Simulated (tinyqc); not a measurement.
Pariser-Parr-Pople SCF with singles CI, for the molecule C=C(O)F (SMILES; centres numbered as the heavy atoms are written), step by step. One step of it, computed by the program tinyqc.

Problem. PPP integrals. Ohno: gamma = 14.399645/sqrt(R^2 + a^2), a = 2 x 14.399645/(gamma_rr + gamma_ss); H_rr = -W_r - sum_(s != r) z_s gamma_rs; H_rs = beta for bonds.

Centres (angstrom, eV; a flat drawing with bonds scaled to 1.40 angstrom):
```
centre,x,y,core charge z,W,gamma_rr
1C,-1.212000,-0.700000,1,10.550000,10.570000
2C,0.000000,0.000000,1,10.550000,10.570000
3O,1.212000,-0.700000,2,30.650000,22.230000
4F,0.000000,1.400000,2,40.520000,24.550000
```

Resonance integrals (eV):
```
i,j,beta
1,2,-2.460000
2,3,-2.440000
2,4,-2.110000
```

Give: repulsion gamma_rs; core matrix H.

Solution.

repulsion gamma_rs (eV), lower triangle:
```
,1C,2C,3O,4F
1C,10.5700
2C,7.3725,10.5700
3O,5.5853,8.7153,22.2300
4F,5.6258,8.8751,5.7562,24.5500
```

core matrix H (eV), lower triangle:
```
,1C,2C,3O,4F
1C,-40.3448
2C,-2.4600,-53.1032
3O,0.0000,-2.4400,-56.4630
4F,0.0000,-2.1100,0.0000,-66.5333
```
